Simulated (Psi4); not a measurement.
# Cl2 (chlorine) at TPSS/def2-QZVPPD (density fitting, sweep point 7)

Aim: a structure relaxation of Cl2 (chlorine). 

The results are computed with Psi4 1.11.

3 further runs of the same task are left out: 3 set aside as unsound or not needed.

## Step 1: Starting point

The species is Cl2 (2 atoms), meant as a singlet with charge 0. SMILES: `ClCl`. Geometry: relaxed at GFN2-xTB. The run starts from this shape.

Bond lengths: Cl1–Cl2 2.016 Å.

## Step 2: A geometry optimisation at TPSS/def2-QZVPPD (density fitting, sweep point 7)

cl2.inp

```
memory 1.6 GB

molecule {
  0 1
  Cl     0.859850    -0.286310     0.440860
  Cl    -0.859850     0.286310    -0.440860
  symmetry c1
}

set {
  basis def2-QZVPPD
  reference rks
  puream true
  scf_type df
  dft_radial_points 99
  dft_spherical_points 590
  g_convergence gau_tight
  geom_maxiter 50
}

opt('tpss')
```

Started as:

```sh
$ psi4 cl2.inp cl2.out -n 1
```

cl2.out:

```text
[...]
  Running in c1 symmetry.
[...]
  Nuclear repulsion =   75.873834115185900
[...]
  Multiplicity = 1
[...]
  Nalpha       = 17
  Nbeta        = 17
[...]
    Number of basis functions: 158
[...]
   @DF-RKS iter   1:  -920.44032292045722   -5.67471e-02   2.32367e-03 ADIIS/DIIS
[...]
   @DF-RKS iter   3:  -920.46350512443382   -1.67165e-09   8.74238e-09 DIIS
[...]
    Orbital Energies [Eh]
    ---------------------
    Doubly Occupied:
       1A   -101.046831     2A   -101.046831     3A     -9.297211
       4A     -9.297192     5A     -7.081115     6A     -7.080993
       7A     -7.064986     8A     -7.064986     9A     -7.064978
      10A     -7.064978    11A     -0.870269    12A     -0.717589
      13A     -0.441866    14A     -0.370542    15A     -0.370542
      16A     -0.274541    17A     -0.274541
[...]
  @DF-RKS Final Energy:  -920.46350512443382
   => Energetics <=
    Nuclear Repulsion Energy =             76.1765457087186917
    One-Electron Energy =               -1421.9871265274769030
    Two-Electron Energy =                 481.8482315267303875
    DFT Exchange-Correlation Energy =     -56.5011558324060488
    Empirical Dispersion Energy =           0.0000000000000000
    VV10 Nonlocal Energy =                  0.0000000000000000
    Total Energy =                       -920.4635051244338229
[...]
 Multipole Moments:
 ------------------------------------------------------------------------------------
     Multipole            Electronic (a.u.)      Nuclear  (a.u.)        Total (a.u.)
 ------------------------------------------------------------------------------------
 L = 1.  Multiply by 2.5417464519 to convert [e a0] to [Debye]
 Dipole X            :         -0.0000003            0.0000000           -0.0000003
 Dipole Y            :         -0.0000000            0.0000000           -0.0000000
 Dipole Z            :          0.0000000            0.0000000            0.0000000
 Magnitude           :                                                    0.0000003
[...]
  -Total Gradient:
     Atom            X                  Y                   Z
    ------   -----------------  -----------------  -----------------
       1        0.000000526586     0.000000000000    -0.000000000000
       2       -0.000000526586    -0.000000000000    -0.000000000000
[...]
    Final optimized geometry and variables:
    Molecular point group: c1
    Full point group: D_inf_h
    Geometry (in Angstrom), charge = 0, multiplicity = 1:
    CL           1.003801186184     0.000000000000     0.000000000000
    CL          -1.003801186184    -0.000000000000    -0.000000000000
    Psi4 run time: 0:00:51.42
[...]
```

On the terminal:

```text
Optimizer: Optimization complete!
```

It took 53 s on 1 thread of AMD EPYC 7B13 (Zen 3), shared host; peak memory 1.3 GiB.

Step by step:

```csv
step,energy from the first frame kept (eV),largest force (eV/Å)
0,0.0000,0.1460
1,-0.0005,0.0634
2,-0.0006,0.0012
3,-0.0006,0.0000
```

After the run. Bond lengths: Cl1–Cl2 2.008 Å.

## Step 3: What came out

At TPSS/def2-QZVPPD (density fitting, sweep point 7):

| quantity | value |
| --- | --- |
| total energy at the end | -920.46351 Eh |
| dipole moment | 0.00 D |
| HOMO energy | -7.47 eV |
| LUMO energy | -4.28 eV |
| HOMO–LUMO gap | 3.19 eV |
| bond length | 2.008 Å |

What this shows: At the final geometry: Bond lengths: Cl1–Cl2 2.008 Å. The optimisation took 4 steps and changed the energy by -0.001 eV.
